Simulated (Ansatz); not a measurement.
**SiH₄ (quintet): from Hartree-Fock to the top rungs, def2-TZVPP**

An exercise on one series of results from a longer session: the logs are not shown, and one member is left open.

Computed with Ansatz 0.2.0, Gaussian basis. Level: def2-TZVPP, core rule «outside noble gas», up to 5 orbitals frozen.

Plan: UHF; ROHF; CCSD(T) on UHF.

2 further runs of the same task are left out: 2 set aside as unsound or not needed.

### What is computed

The geometry is a PBE0/def2-TZVP stationary point (not a proven minimum) of the parent state, kept for this charge and spin.

5 atoms, charge 0, spin multiplicity 5.

Atoms are counted from 1 here; the program's logs count them from 0.

Bond lengths: Si1–H2 1.529 Å, Si1–H3 1.529 Å, Si1–H4 1.529 Å, Si1–H5 1.529 Å. Angles: H2–Si1–H3 90.0°, H2–Si1–H4 90.0°, H2–Si1–H5 180.0°, H3–Si1–H4 180.0°, H3–Si1–H5 90.0°, H4–Si1–H5 90.0°.

The first run:

Input file in.yaml:

```yaml
crystal:
  periodic: [false, false, false]
  atoms:
    - {symbol: Si, position_ang: [0.000000, 0.000000, 0.000000]}
    - {symbol: H, position_ang: [-0.011525, 1.085107, 1.077576]}
    - {symbol: H, position_ang: [-0.016497, -1.077632, 1.084987]}
    - {symbol: H, position_ang: [0.016497, 1.077632, -1.084987]}
    - {symbol: H, position_ang: [0.011525, -1.085107, -1.077576]}
basis:
  gaussian: {orbitals: def2-TZVPP}
magnetization: {spin_polarized: true, initial_magnetization: 4}
hamiltonian: {xc: hf}
output: {orbitals: {seedname: orbitals}}
```

The run is started by

```
> ansatz run in.yaml --threads 1 --pin off --events-out ev --progress --plain --max-ram 4096MiB --backend cpu
```

Among the steps run: UHF; ROHF; CCSD(T) on UHF.

One of the session's tables, all rows but one given; the rest of the session is left out.

| method | from UCCSD(T) (meV) |
| --- | --- |
| ROHF | ? |
| UHF | +4000.5 |
| UMP2 | +957.5 |
| UCCSD | +154.0 |
| UCCSD(T) | 0 |

Q: Estimate the row for ROHF from the others.

**Answer.** from UCCSD(T) (meV): +4193.6. In the column «from UCCSD(T) (meV)» it is the highest.
